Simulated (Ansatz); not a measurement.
**Lead, fcc: convergence with the plane-wave cutoff**

Computed with Ansatz, LDA, scalar-relativistic PAW, on the relaxed cell (a = 4.875 Å; spin not included). Errors count from a run at 420 eV on a Γ-centred 18×18×18 mesh with Fermi-Dirac smearing of 0.1 eV, extrapolated to zero width. Fixed here: mesh 11×11×11, Fermi-Dirac width 0.1 eV. The pressure holds a Pulay correction and is unreliable far below the recommended cutoff. The SCF starts from atomic densities corrected by a trained network.

```json
{"cutoff (eV)": "150", "E(σ→0) error (meV/atom)": "34273.7", "P (GPa)": "-12.24", "SCF iterations": "6"}
{"cutoff (eV)": "200", "E(σ→0) error (meV/atom)": "5231.1", "P (GPa)": "-0.30", "SCF iterations": "6"}
{"cutoff (eV)": "250", "E(σ→0) error (meV/atom)": "605.9", "P (GPa)": "-0.77", "SCF iterations": "6"}
{"cutoff (eV)": "300", "E(σ→0) error (meV/atom)": "35.2", "P (GPa)": "0.18", "SCF iterations": "6"}
{"cutoff (eV)": "350", "E(σ→0) error (meV/atom)": "-5.7", "P (GPa)": "-0.02", "SCF iterations": "6"}
{"cutoff (eV)": "420", "E(σ→0) error (meV/atom)": "-7.0", "P (GPa)": "-0.02", "SCF iterations": "6"}
{"cutoff (eV)": "600", "E(σ→0) error (meV/atom)": "-7.6", "P (GPa)": "-0.02", "SCF iterations": "6"}
{"cutoff (eV)": "800", "E(σ→0) error (meV/atom)": "-7.8", "P (GPa)": "-0.02", "SCF iterations": "6"}
```

Q: What does the run at 500 give (cutoff)?

A: E(σ→0) error (meV/atom): -7.4; P (GPa): -0.02; SCF iterations: 6.

Within 5 meV/atom of the last row: from 350 eV on.
